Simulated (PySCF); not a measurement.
Species: C3H4F2.
Z-matrix (Å and degrees, PBE0-D3(BJ)/def2-SVP geometry), rows numbered from 1:
```
F 
C   1  1.3306
C   2  1.3295  1  122.64
C   3  1.4894  2  124.56  1    -0.10
F   4  1.3751  3  110.47  2   128.96
H   2  1.0939  1  112.61  3  -179.50
H   3  1.0932  2  117.59  1  -179.41
H   4  1.1051  3  110.37  2  -111.94
H   4  1.1015  3  110.72  2     7.91
```

The closed-shell ground state was solved at several levels (PySCF, density fitting, gas phase, non-relativistic).

```json
{"level": "HF/pcSseg-2", "basis functions": "236", "HOMO (eV)": "-10.56", "LUMO (eV)": "2.71", "gap (eV)": "13.27", "dipole (D)": "2.06"}
{"level": "B3LYP/pcJ-1", "basis functions": "175", "HOMO (eV)": "-7.57", "LUMO (eV)": "-0.29", "gap (eV)": "7.28", "dipole (D)": "1.90"}
{"level": "PBE0/pcSseg-1", "basis functions": "105", "HOMO (eV)": "-7.80", "LUMO (eV)": "-0.05", "gap (eV)": "7.75", "dipole (D)": "1.90"}
```

What might CAM-B3LYP/def2-SVPD (138 basis functions) give for the same quantities?

HOMO -9.29 eV, LUMO 0.87 eV, gap 10.16 eV, dipole 1.93 D.

Over all these levels, which gives the widest orbital gap and which the narrowest?

HF/pcSseg-2 (Hartree–Fock, all exact exchange) has the widest, 13.27 eV, and B3LYP/pcJ-1 (global hybrid, 20 % exact exchange) the narrowest, 7.28 eV. Functional and basis both differ between the two, so the spread mixes both effects.

How far do the dipole and the HOMO energy spread over the levels?

The dipole runs from 1.90 to 2.06 D (mean 1.94 D) and the HOMO from -10.56 to -7.57 eV.

One conformer stands for the species.
